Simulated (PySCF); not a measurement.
Species, as SMILES: [SiH4] (SiH4).
Geometry (B3LYP-D3(BJ)/def2-TZVP, fixed):
```
Si
H 1 1.4803
H 1 1.4803 2 109.47
H 1 1.4803 2 109.47 3 -120.00
H 1 1.4803 2 109.47 4 -120.00
```
Charge 0, spin multiplicity 1.

How fast the mean static polarisability converges with the basis for several methods (PySCF): deviation from each method's own reference, in %. References: HF 29.66 bohr³, the value in aug-pcseg-3; PBE 33.12 bohr³, the value in aug-pcseg-3; PBE0 31.94 bohr³, the value in aug-pcseg-3. All functions are spherical. Density fitting with generated auxiliary sets. In sets without p functions on hydrogen, species with hydrogen take exact integrals. No added dispersion term, no relativity. 

```tsv
basis	functions	HF	PBE	PBE0
pcseg-0	21	[?]	-21.6	-18.8
def2-SVP	38	[?]	-19.7	-18.2
pcseg-1	38	[?]	-23.1	-22.3
6-311G**	50	[?]	-18.0	-17.6
6-311+G**	54	[?]	-16.0	-15.9
6-311++G(2d,2p)	75	[?]	-9.2	-9.0
def2-TZVPP	98	[?]	-8.3	-7.3
6-311++G(3df,3pd)	119	[?]	-2.0	-1.7
```

Q: Fill in the missing entries.

A: 
- pcseg-0, HF: -14.6
- def2-SVP, HF: -17.1
- pcseg-1, HF: -22.0
- 6-311G**, HF: -17.8
- 6-311+G**, HF: -16.4
- 6-311++G(2d,2p), HF: -8.7
- def2-TZVPP, HF: -6.7
- 6-311++G(3df,3pd), HF: -1.5

Mean absolute deviation over 6-311G**, 6-311+G**, 6-311++G(2d,2p), def2-TZVPP, 6-311++G(3df,3pd): HF 10.2, PBE0 10.3, PBE 10.7 %.
